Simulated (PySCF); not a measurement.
## MgP⁻ at PBE0

Computed with PBE0; basis Mg aug-cc-pVDZ-DK, P aug-cc-pVDZ-DK; spin-free X2C with a Gaussian nucleus; PySCF 2.14.

```
state                                                                                                             : ³Π (triplet), unpaired electrons σ ↑, π ↑
bond length                                                                                                       : 4.579 bohr
harmonic wavenumber                                                                                               : 355 cm⁻¹
force constant                                                                                                    : 1.00 mdyn/Å
rotational constant Be                                                                                            : 0.2124 cm⁻¹
anharmonicity ωexe                                                                                                : 3.01 cm⁻¹
vibration–rotation constant αe                                                                                    : 0.00197 cm⁻¹
well depth De to Mg + P⁻                                                                                          : 1.46 eV
dissociation energy D0                                                                                            : 1.44 eV
bond order (Mayer)                                                                                                : 1.27
dipole moment (positive dipole points towards P; it is taken about the centre of mass and depends on that origin) : -0.63 D
```

For an ion De counts to the pair picked by the measured ionisation energies or electron affinities, which need not be the lowest pair at this level. The state was picked by a PBE0 search and need not be the measured ground state.
